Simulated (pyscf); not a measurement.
Optimised with ωB97X-D3(BJ)/def2-SVP in PySCF. MP2 and CC: frozen core, UHF for open shells. ΔMP2 is the change of the MP2 total energy from the triple- to the quadruple-zeta basis.

Problem. What is the homolytic dissociation enthalpy (298 K, CCSD(T)/def2-TZVPP + ΔMP2(QZVPP)) of the B–N bond of H₂B–NH–CH₃, to BH₂• + H₃C–NH•?

Solution. B–N to BH₂• + H₃C–NH•: 5.93 eV. The radicals are drawn with the spin at the cut bond; how far it spreads was not checked. H₂B–NH–CH₃ lies 0.78 eV over its isomer H₃C–BH–NH₂, and others may lie lower still (electronic energy, ωB97M-D3(BJ)). H₃C–NH• lies 0.32 eV over its isomer •H₂C–NH₂, and others may lie lower still (electronic energy, ωB97M-D3(BJ)). The CCSD(T) − MP2 part came from Ansatz, without density fitting, on the same reference.
